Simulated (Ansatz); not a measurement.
# The cluster Hf2P2: structure and electronic state

What does the cluster Hf2P2 look like as a singlet, and where do its frontier electrons sit?

Computed with Ansatz 0.2.0, Gaussian basis. Level: RKS PBE0-D4/def2-TZVP.

Plan: relaxation at PBE-D4/def2-SVP; a search for the lowest solution at PBE0-D4/def2-SVP; a single point at PBE0-D4/def2-TZVP; harmonic vibrations at PBE-D4/def2-SVP.

1 further run of the same task is left out (set aside as unsound or not needed). Runs told in other sessions of the task aren't counted.

## 1. The system as given

4 atoms, charge 0, spin multiplicity 1.

Atoms are counted from 1 here; the program's logs count them from 0.

Bond lengths: Hf1–P3 2.475 Å, Hf1–P4 2.475 Å, Hf2–P3 2.475 Å, Hf2–P4 2.475 Å. Angles: P3–Hf1–P4 109.3°, P3–Hf2–P4 109.4°, Hf1–P3–Hf2 70.7°, Hf1–P4–Hf2 70.7°.

Hf takes a core potential in the def2 sets. No spin-orbit coupling is included.

The start is a GFN1-xTB geometry.

## 2. Relaxation at PBE-D4/def2-SVP

in.yaml reads:

```yaml
crystal:
  periodic: [false, false, false]
  atoms:
    - {symbol: Hf, position_ang: [0.586980, 0.605990, 1.156240]}
    - {symbol: Hf, position_ang: [-0.585830, -0.607100, -1.156080]}
    - {symbol: P, position_ang: [1.304020, 0.990780, -1.181420]}
    - {symbol: P, position_ang: [-1.305170, -0.989670, 1.181250]}
basis:
  gaussian: {orbitals: def2-SVP}
hamiltonian: {xc: pbe, dispersion: d4}
scf: {omitted_lower_state_checks: [starts]}
output: {orbitals: {seedname: orbitals}}
relax: {f_tol: 0.02, max_steps: 100}
```

Run with:

```
$ ansatz run in.yaml --threads 4 --pin off --events-out ev --progress --plain --max-ram 3916MiB
```

The runs that follow: Searching for the lowest solution, PBE0-D4/def2-SVP; Single point, PBE0-D4/def2-TZVP; Harmonic vibrations.

**Question.** What will the summary of the whole plan be? Wanted: point group; commonest bond; HOMO, LUMO at PBE0-D4/def2-TZVP; dipole at PBE-D4/def2-SVP; lowest, highest wavenumber.

As calculated:

| quantity | value |
| --- | --- |
| point group | C2v |
| commonest bond | Hf–P, 4 of mean length 2.417 Å |
| HOMO, LUMO at PBE0-D4/def2-TZVP | -4.79, -2.67 eV |
| dipole at PBE-D4/def2-SVP | 3.89 D |
| lowest, highest wavenumber | 153, 410 cm⁻¹ |

The molecule keeps its bonding pattern by the stored test; the atoms moved 0.49 Å (rms), and the angle P3–Hf2–P4 went from 109° to 95°. All wavenumbers are real: a minimum at this level. The HOMO lies nearest to Hf1, Hf2 about 40 % each; P3, P4 about 10 % each and the LUMO to Hf1, Hf2 about 41 % each; P3, P4 about 9 % each. Whether this spin is the lowest isn't tested here.
